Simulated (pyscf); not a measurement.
5 gas-phase steps of one pattern: four-centre exchange on the singlet surface, B–Cl + H–H or Cl–Ga + H–H or F–In + H–H broken and B–H + Cl–H or Cl–H + Ga–H or F–H + H–In formed. Optimised with ωB97X-D3(BJ)/def2-SVP in PySCF. Electronic energies in kcal/mol, from the separated reactants; ΔE‡ at ωB97M-D3(BJ)/def2-TZVP, beside the barrier at PBE/def2-TZVP on the same structures. Rows were drawn at random from the steps of this pattern with a verified saddle, stable references and no exit in the data more than 5 kcal/mol lower.

```csv
row,step,ΔE‡(PBE),ΔE‡
1,H₂N–InH–F + H₂ → H₂N–InH₂ + HF,16.5,20.2
2,H₂N–B(Cl)–Cl + H₂ → H₂N–BH–Cl + HCl,40.4,47.1
3,HO–B(Cl)–BH–Cl + H₂ → H₂B–B(OH)–Cl + HCl,18.9,24.4
4,Cl–GaH₂ + H₂ → GaH₃ + HCl,23.8,?
5,H₃C–Ga(CH₃)–Cl + H₂ → H₃C–GaH–CH₃ + HCl,25.6,31.0
```

Problem. From a straight line through the complete rows, estimate the missing barrier and say how far the line can be trusted.

Solution. Over the 4 complete rows the means are +25.4 (ΔE‡(PBE)) and 30.7 (ΔE‡); least squares gives b = 1.10 and a = 2.8 kcal/mol, with residuals of 0.6 kcal/mol (root mean square; largest 0.8, row 3). For row 4: 2.8 + 1.10 × (+23.8) = 29.0 kcal/mol. The computed barrier is 29.9 kcal/mol, 0.9 over the line. The line follows the complete rows closely. Each barrier is that of the saddle found. Elements up to Kr have no core potential and no relativistic terms here. Elements past Kr carry the def2 core potentials, without spin-orbit coupling.
